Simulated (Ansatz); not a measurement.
Compare A (`C1=CCC=CC1`) with its isomer B (`C=CCC#CC`).

Computed with Ansatz on PBE0-D4/def2-TZVP structures; ΔE is electronic, products minus reactants. CCSD(T)/CBS adds triple-zeta CCSD(T) − MP2 to the extrapolated MP2 energy (def2 sets, frozen cores). DFT in def2-TZVPP. B3LYP here is the variant with VWN-RPA as its local correlation; programs differ in this. Each species was taken in one conformer, which may not be the lowest.

(1) Which is lower in electronic energy at CCSD(T)/CBS, and by how much? (Estimate.)

(2) Give E(B) − E(A) in kcal/mol with B2PLYP, MP2/def2-TZVPP, B3LYP-D4, PBE-D4, CCSD(T)/def2-TZVPP, B3LYP, PBE0-D4. (An estimate is asked.)

Largest T1 diagnostic: 0.011.

Answers

(1) The calculation gave: A, by 32.5 kcal/mol.

(2) Computed: B2PLYP 29.5, MP2/def2-TZVPP 31.5, B3LYP-D4 31.5, PBE-D4 34.3, CCSD(T)/def2-TZVPP 32.4, B3LYP 28.7, PBE0-D4 36.8. None reverses the order clearly.

From PBE to PBE0 (25 % exact exchange), in def2-TZVPP and without D4, E(B) − E(A) moves by +2.9 kcal/mol. The D4 term adds +2.8 kcal/mol with B3LYP and +1.4 kcal/mol with PBE0; it sums over pairs of atoms, weighted by their polarisabilities, and B3LYP, whose exchange is more repulsive, gets the larger term.
